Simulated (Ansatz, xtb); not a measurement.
## C3H5+: where a starting geometry ends

The starting geometry of this gas-phase singlet has its atoms placed at random.

```
atom    x (Å)    y (Å)    z (Å)
   C  -0.9797   0.4386   1.3275
   C   1.2730  -0.7022   0.4120
   C   0.1815   0.3241  -0.1118
   H   0.0593   0.9524   0.8336
   H  -0.3724   1.5225   1.6406
   H  -1.0267   1.2476   0.6045
   H   0.7712  -1.1360   1.7449
   H   1.3593   0.2346   1.1470
```

Task: One run relaxed it with r2SCAN-D4/def2-SVP. What is a likely outcome?

Result: It ends as `C=[C+]C`. Distances that change by over a tenth: C1–H4 (1.26 → 1.12 Å), C1–H5 (1.28 → 1.10 Å), C2–C3 (1.59 → 1.28 Å). Contacts that open: C3–H4 (1.14 → 1.97 Å). Contacts that close: C1–C3 (1.85 → 1.40 Å), C2–H7 (1.49 → 1.11 Å).

The energy falls by 15.85 eV over 17 steps:

```tsv
step	E − E(last) (eV)
1	15.847
3	9.007
5	5.021
6	3.296
8	1.232
10	0.234
12	0.069
13	0.006
15	0.000
17	0.000
```

Final geometry (Å):

```
atom    x (Å)    y (Å)   z (Å)
   C  -0.7306   1.1405  0.9483
   C   1.2287  -0.6810  0.9805
   C   0.2798   0.1717  0.9734
   H  -0.1811   2.0362  0.5535
   H  -1.0945   1.4266  1.9511
   H  -1.5307   0.9280  0.2173
   H   1.0437  -1.7149  1.3271
   H   2.2502  -0.4255  0.6471
```

From the same start GFN2-xTB reaches the same bonding as this run.

From so rough a start the end depends on the optimiser's path, so another program may land elsewhere. The end wasn't checked by frequencies. Run with Ansatz 0.2.0, 43 s on 2 threads of AMD EPYC (Zen 3), on a shared host.
